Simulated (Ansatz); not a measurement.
Two shapes of singlet HClO.

Shape 1:

```xyz
3

O     0.0000    0.8387   -0.7152
H     0.0000    1.5947   -0.1097
Cl    0.0000   -0.4885    0.3430
```

Shape 2:

```xyz
3

O    -0.0324    0.8727   -0.7324
H    -0.0169    1.5993   -0.0628
Cl   -0.0318   -0.4886    0.3044
```

Basis set: 6-31G* (spherical functions). Left uncorrelated: 6 orbitals. Charge 0, multiplicity 1.

Computed with Ansatz (development build ahead of 0.2.0); each method stands on the lowest determinant of its kind that the runs found.

Task: Which shape is lower in energy, and by how much in each method?

Result:

| method | E(2) − E(1) (eV) |
| --- | --- |
| RHF | 0.051 |
| RHF-MP2 | 0.002 |

Shape 1 is lower.
